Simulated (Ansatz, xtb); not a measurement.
Two isomers of C4H8O2

Structure I: `C1COCOC1`, a singlet. Structure II: `CC1OCCO1`, a singlet. Both are isolated molecules in the gas phase, relaxed with B3LYP/def2-SVP; the shapes shown needn't be the lowest conformers.

I (Å):

```
atom    x (Å)    y (Å)    z (Å)
   C  -1.1989   0.1602   0.2774
   C  -1.0057   1.4486   1.0804
   C   0.7540   2.0523  -0.3285
   C   0.1184  -0.1914  -0.4178
   O  -0.4474   2.4627   0.2607
   O   0.6069   0.9247  -1.1444
   H  -1.5282  -0.6639   0.9324
   H  -1.9777   0.3234  -0.4856
   H  -0.3398   1.2566   1.9497
   H  -1.9587   1.8379   1.4683
   H   1.1044   2.8754  -0.9666
   H   1.5089   1.8430   0.4671
   H  -0.0036  -1.0145  -1.1375
   H   0.8710  -0.5099   0.3359
```

II (Å):

| atom | x (Å) | y (Å) | z (Å) |
| --- | --- | --- | --- |
| C | -2.6001 | 1.7206 | -1.8009 |
| C | -1.3865 | 1.6736 | -0.9039 |
| C | -0.6552 | 1.0382 | 1.1142 |
| C | -0.1187 | 0.0242 | 0.0855 |
| O | -1.7657 | 1.6050 | 0.4489 |
| O | -0.6140 | 0.5083 | -1.1539 |
| H | -3.1884 | 2.6275 | -1.5965 |
| H | -3.2248 | 0.8340 | -1.6182 |
| H | -2.2873 | 1.7298 | -2.8551 |
| H | -0.7418 | 2.5698 | -1.0622 |
| H | -0.9942 | 0.5835 | 2.0562 |
| H | 0.1044 | 1.8117 | 1.3461 |
| H | 0.9846 | -0.0226 | 0.0770 |
| H | -0.5079 | -0.9937 | 0.2652 |

Quicker runs give these differences E(II) − E(I): GFN2-xTB +1.86 kJ/mol; HF/STO-3G −9.79 kJ/mol (at GFN2-xTB geometries); r2SCAN-D4/def2-SVP +1.57 kJ/mol (at GFN2-xTB geometries).

Question: Estimate E(II) − E(I) at the level CCSD(T)/def2-SVP + ΔMP2/def2-TZVPP.

Answer: Not settled: CCSD(T)/def2-SVP + ΔMP2/def2-TZVPP gives E(II) − E(I) = −4.92 kJ/mol, but this leans on the basis-set step: CCSD(T) alone gives −3.22 kJ/mol.

How the difference moves with the method:

| level | geometry | E(II) − E(I) (kJ/mol) | departure from the last row (kJ/mol) | job, with rough time for the two |
| --- | --- | --- | --- | --- |
| GFN2-xTB | GFN2-xTB | +1.86 | +6.78 | optimisation, 0.1 s |
| HF/STO-3G | GFN2-xTB | −9.79 | −4.87 | single point, 0.28 s |
| r2SCAN-D4/def2-SVP | GFN2-xTB | +1.57 | +6.48 | single point, 3.1 s |
| B3LYP/def2-SVP | B3LYP/def2-SVP | −4.06 | +0.85 | optimisation, 28 s |
| HF/def2-SVP | B3LYP/def2-SVP | −7.65 | −2.74 | part of the CCSD(T) run |
| MP2/def2-SVP | B3LYP/def2-SVP | −3.25 | +1.67 | part of the CCSD(T) run |
| CCSD(T)/def2-SVP | B3LYP/def2-SVP | −3.22 | +1.70 | single point |
| CCSD(T)/def2-SVP + ΔMP2/def2-TZVPP | B3LYP/def2-SVP | −4.92 |  | single point, 46 s |

As drawn, both hold the same kinds of bond in the same numbers. Structure I has 0 methyl groups, II 1. Structure I has a 6-membered ring, II a 5-membered ring.

GFN2-xTB, r2SCAN-D4/def2-SVP find them nearly level. The largest departure from CCSD(T)/def2-SVP + ΔMP2/def2-TZVPP is that of GFN2-xTB, 6.78 kJ/mol. The last row adds to CCSD(T) the change of the MP2 difference between the two basis sets, here −1.70 kJ/mol.

With thermal terms from frequencies at re-optimised GFN2-xTB minima (ideal gas, soft modes damped towards free rotors, one conformer each, 298.15 K, 1 atm): the zero-point term adds −4.85 kJ/mol; ΔH is −6.94 and ΔG −14.44 kJ/mol.

The correlated steps freeze 6 core orbitals. Programs: Ansatz 0.2.0, xtb 6.7.1; the last row on 4 threads of Arm Neoverse V1 on a shared host.
